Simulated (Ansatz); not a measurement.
**Band gap of some tetrahedrally bonded semiconductors and semimetals**

Method: B3LYP (VWN-RPA form) (PAW; Ansatz, a first-principles code). References are measured gaps from which a computed or estimated zero-point shift was taken out, by their sources or here, so that they lie as a rule above the printed measurements.

Values in eV.

```json
[
 {"solid": "zinc-blende GaP", "reference": "2.43", "B3LYP (VWN-RPA form)": "2.80", "error (eV)": "+0.37"},
 {"solid": "diamond-structure Si", "reference": "1.23", "B3LYP (VWN-RPA form)": "1.77", "error (eV)": "+0.54"},
 {"solid": "zinc-blende AlP", "reference": "2.54", "B3LYP (VWN-RPA form)": "2.94", "error (eV)": "+0.40"},
 {"solid": "zinc-blende ZnS", "reference": "3.94", "B3LYP (VWN-RPA form)": "3.58", "error (eV)": "-0.36"},
 {"solid": "3C-SiC", "reference": "2.53", "B3LYP (VWN-RPA form)": "2.98", "error (eV)": "+0.45"},
 {"solid": "zinc-blende BP", "reference": "2.2 (2.20–2.50)", "B3LYP (VWN-RPA form)": "2.65", "error (eV)": "+0.45"},
 {"solid": "zinc-blende InP", "reference": "1.47", "B3LYP (VWN-RPA form)": "1.65", "error (eV)": "+0.18"}
]
```

Over these 7 solids the mean error is +0.29 eV, the mean absolute error 0.39 eV (median 0.40 eV), and the worst case diamond-structure Si at +0.54 eV; the value is too high in 6 of 7 cases.

Brackets give the range of our sources, which can hold other temperatures.

Differences are worked out from the printed values.

Computed values are for a static lattice; measured ones hold zero-point and thermal shifts unless a correction is named.

Levels without +SOC have no spin–orbit coupling; where heavier elements are present it shifts gaps, mostly down, and can invert bands. Cells: B3LYP (VWN-RPA form) at the measured cell. Ansatz's density-functional and Hartree–Fock values are scalar-relativistic unless marked +SOC, with PAW data made under PBE.

Ansatz's runs of these crystals have no spin polarisation.

Not in this set, of the tetrahedrally bonded semiconductors and semimetals with a reference value in our tables and a result at some level: 15 for a reference of another kind, counted apart (wurtzite AgI, zinc-blende AgI, zinc-blende AlN, cubic BN, zinc-blende BeSe and 10 more); 8 for spin–orbit coupling left out (zinc-blende AlAs, zinc-blende CdTe, zinc-blende GaAs, zinc-blende GaSb, diamond-structure Ge and 3 more); 5 for a doubt noted on the run at B3LYP (VWN-RPA form) (wurtzite AlN, wurtzite CdS, wurtzite GaN, zinc-blende GaN, wurtzite ZnO); 1 for sources at odds (zinc-blende BAs); 1 for a measured value of zero (grey tin (α-Sn)); 1 for a high-temperature or high-pressure phase (wurtzite ZnS). These can be a level's worst cases. At least 6 more with a reference value are held back for tests. Without +SOC, gaps count where the solid holds none of Ge, As, Se, Br, Sn, Sb, Te, I or the elements past barium, or holds Ge, As, Se or Br with a gap over 4 eV. Layered and molecular crystals are counted apart. The metals Ce to Yb are counted apart.

References as tabulated in, or derived from, Chen et al. (2018), doi:10.1103/physrevmaterials.2.073803; X. Ren, F. Merz, H. Jiang et al., All-electron periodic G0W0 implementation ….
